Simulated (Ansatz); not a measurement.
A made-up structure of CH₆AlSi (charge -1), singlet:

| atom | x (Å) | y (Å) | z (Å) |
| --- | --- | --- | --- |
| C1 | -0.5835 | 1.1791 | -0.9929 |
| Si2 | 0.0287 | -0.6064 | -0.6033 |
| Al3 | 0.5635 | -1.1632 | 1.5935 |
| H4 | 0.2348 | 1.8995 | -1.0834 |
| H5 | -1.2424 | 1.5191 | -0.1882 |
| H6 | -1.1608 | 1.2049 | -1.9229 |
| H7 | 1.1091 | -0.8861 | -1.6251 |
| H8 | 1.3540 | -2.5323 | 1.9657 |
| H9 | -1.3250 | -0.6369 | -0.1757 |

It is relaxed with PBE-D4/def2-SVPD and then PBE0-D4/def2-TZVPD (Ansatz 0.2.0). Atoms count as bonded within 1.22 times the sum of their covalent radii (H–H: 0.88 Å). The end point is not checked to be a true minimum.

Question: Does its bonding change? (A judgement: the text doesn't fix the answer.)

Answer: Computed: No: no bond forms or breaks.

Where it ends: The first stage lowers the energy by 1.95 eV in 10 steps. It ends as CH₆AlSi ([CH3][SiH2][AlH]), total charge -1:
```xyz
9
angstrom
C -0.5589 1.2376 -0.9338
Si -0.0603 -0.5380 -0.4081
Al 0.9654 -0.7823 1.9328
H 0.3181 1.8927 -0.9094
H -1.2834 1.6468 -0.2221
H -0.9965 1.2883 -1.9357
H 0.8092 -1.0003 -1.5653
H 1.1175 -2.4350 1.6611
H -1.3327 -1.3320 -0.6518
```

Labels in which every atom is bracketed show which atoms are joined, not bond orders.

For scale, one of the runs: PBE0-D4/def2-TZVPD relaxation, 177 basis functions, launched by `ansatz run in.yaml --threads 2 --pin off --events-out ev --progress --plain --max-ram 4352MiB`. The run took about 41 s on 2 CPU threads of an Arm Neoverse V1 (shared host).
